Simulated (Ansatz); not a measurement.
## One arrangement of a pair

The pair of HF (SMILES F, atoms 1–2) and HCN (SMILES C#N, atoms 3–5), both closed shells, in one local arrangement (a lower one may exist), relaxed at PBE0-D4/def2-TZVP:

```tsv
atom	x (Å)	y (Å)	z (Å)
F1	0.0916	-0.1017	-2.4979
H2	0.0573	-0.0638	-1.5647
C3	-0.0505	0.0562	1.3783
N4	-0.0087	0.0097	0.2381
H5	-0.0897	0.0996	2.4461
```

Program: Ansatz 0.2.0. Basis: def2-TZVPPD, with def2-QZVPPD for the basis limit. Cores are frozen in the correlated methods. B3LYP uses VWN-RPA correlation. Extrapolation: Hartree–Fock as exp(−7.88 √X), correlation as X^−2.97. Interaction energies count from these two fragments, frozen as in the pair, with the counterpoise correction; negative means bound.

What is the interaction energy by CCSD(T) at an estimated basis limit (MP2 extrapolated from triple and quadruple zeta, plus CCSD(T) − MP2 in triple zeta)? (An estimate is asked for; the value comes from the calculation.)

The calculation gives: -7.58 kcal/mol. Hartree–Fock alone gives -6.01 kcal/mol at the basis limit. It counts from the two fragments frozen as in the pair.

The same quantity by other methods in triple zeta, and each one's difference from that estimate:
| method | E_int (kcal/mol) | difference |
| --- | --- | --- |
| PBE-D4 | -8.31 | -0.74 |
| revPBE-D4 | -7.21 | 0.37 |
| BLYP-D4 | -7.74 | -0.16 |
| r2SCAN-D4 | -7.86 | -0.28 |
| B97M-V | -7.57 | 0.01 |
| PBE0-D4 | -8.20 | -0.62 |
| B3LYP-D4 | -8.02 | -0.44 |
| HSE06-D4 | -8.18 | -0.60 |
| wB97X-V | -7.74 | -0.17 |
| wB97M-V | -7.58 | 0.00 |
| B2PLYP | -7.61 | -0.03 |
| HF | -6.02 | 1.56 |
| MP2 | -7.50 | 0.08 |
| CCSD | -6.98 | 0.60 |
| CCSD(T) | -7.23 | 0.35 |
Differences are method less estimate.

Which atoms make the shortest contact between the fragments?

H2 and N4, 1.81 Å apart.

Basis-set superposition shift (counterpoise-corrected less uncorrected): CCSD(T) 0.54; MP2 0.56; HF 0.04; PBE0-D4 0.07; wB97M-V 0.06 kcal/mol.

The T1 diagnostic stays at or below 0.015.

For scale, one of the runs: CCSD(T)/def2-TZVPPD, 148 basis functions, launched by `ansatz run in.yaml --threads 2 --pin off --events-out ev --progress --plain --max-ram 5222MiB`. Hardware: 2 CPU threads of an Intel Xeon Platinum 8375C, shared host. Wall time 8 s; peak host memory 1 GiB.
